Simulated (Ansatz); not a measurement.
## A barrier at the coupled-cluster level

Start structure (CH₇NSi, singlet), relaxed at PBE0-D4/def2-TZVP:

Si1  (0.538, 0.396, 0.065)
H2  (1.955, 0.044, -0.226)
N3  (-0.207, 0.686, -1.462)
H4  (0.303, 1.194, -2.167)
H5  (0.561, 1.578, 0.983)
C6  (-0.351, -0.990, 0.939)
H7  (-1.187, 0.919, -1.503)
H8  (0.111, -1.193, 1.908)
H9  (-1.397, -0.729, 1.120)
H10  (-0.326, -1.905, 0.344)
(Å)

The step: CH₇NSi ([CH3][SiH2][NH2]) → CH₅NSi ([CH3][SiH][NH]) + H₂; bonds formed: H2–H4; bonds broken: Si1–H2, N3–H4. Program: Ansatz 0.2.0. Basis: def2-TZVPP and def2-QZVPP. Cores are frozen in the correlated methods. Extrapolation: Hartree–Fock as exp(−7.88 √X), correlation as X^−2.97. Energies below are by CCSD(T) at an estimated basis limit (MP2 extrapolated from triple and quadruple zeta, plus CCSD(T) − MP2 in triple zeta).

(1) What are the electronic barrier and the energy of the step, from the start structure to the end structure? (To be estimated.)

The T1 diagnostic stays at or below 0.017.

Results:

(1) The calculation gives: Barrier 3.490 eV; step energy 2.339 eV (uphill); reverse barrier, their difference, 1.151 eV. Barrier and step energy count from the start structure, the reverse barrier from the end structure.

The saddle point: One imaginary mode of 1334i cm⁻¹.
```
  pair  start (Å)  saddle (Å)  end (Å)
 H2–H4       2.80        0.94     0.75
Si1–H2       1.49        1.79     4.17
 N3–H4       1.01        1.62     2.59
```

Zero-point energy (harmonic, PBE0-D4): ZPE is 2.160 eV at the start and 1.975 eV at the saddle, so the barrier goes from 3.490 to 3.304 eV.

First-order rate constant out of the start structure at 298 K by transition-state theory, with harmonic vibrational free energies alone and no tunnelling: ΔA‡ = 3.310 eV, so k = (kB T/h) exp(−ΔA‡/kB T) ≈ 10^-43 s⁻¹ (an order of magnitude at best: rotation, the number of equivalent paths and anharmonicity are left out).

Labels in which every atom is bracketed show which atoms are joined, not bond orders.

For scale, one of the runs: CCSD(T)/def2-TZVPP, 202 basis functions, launched by `ansatz run in.yaml --threads 2 --pin off --events-out ev --progress --plain --max-ram 4352MiB`. Hardware: 2 CPU threads of an Arm Neoverse N1, shared host. Wall time 83 s; peak host memory 2.5 GiB.
